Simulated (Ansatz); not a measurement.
# C3H4N2, SMILES C=C(N)C#N: a single point in a Gaussian basis

Program: Ansatz's Python interface.

Notebook, run cell by cell (the value of a cell's last expression is shown):

```python
import ansatz
```

```python
geometry_ang = [
    ("C", (0.7419, 1.0217, -0.2346)),
    ("C", (-0.043, -0.0489, -0.1167)),
    ("N", (0.3072, -1.1286, 0.6352)),
    ("C", (-1.2332, -0.156, -0.7857)),
    ("N", (-2.3411, -0.2761, -1.314)),
    ("H", (0.3577, 1.9147, -0.8603)),
    ("H", (1.6821, 1.1735, 0.2471)),
    ("H", (-0.4056, -1.6584, 0.9983)),
    ("H", (1.0224, -0.8882, 1.4136)),
]
geometry = ansatz.Crystal.molecule()
for symbol, xyz in geometry_ang:
    geometry = geometry.atom(symbol, xyz)
```

```python
base = (
    geometry.calculation()
    .basis(gaussian="def2-SVPD")
    .functional("PBE0")
)
outcome = base.run()
report = outcome.report
```

    

```python
report["published_state_doubts"]
```

    []

```python
type(outcome).__name__, type(report).__name__
```

    ('RunOutcome', 'dict')

```python
print("reference energy %16.6f eV" % report["reference_energy_ev"])
print("total energy     %16.6f eV" % report["free_energy_ev"])
print("occupied (up, down):", report["n_occupied"], " virtual:", report["n_virtual"], " frozen:", report["n_frozen"])
```

    reference energy     -6142.684448 eV
    total energy         -6142.684448 eV
    occupied (up, down): [18, 18]  virtual: [114, 114]  frozen: 0

What to keep in mind:
- Total energies depend on the basis set; only differences at equal settings carry meaning.
- The geometry is a force-field or estimated start, not a minimum of this method, and the basis set is short of its limit.
- Finished in 4.1 s on 1 thread of Arm Neoverse V1, on a shared host, peak memory 0.25 GiB.

(Lines on the test bed's own set-up are left out of the output.)
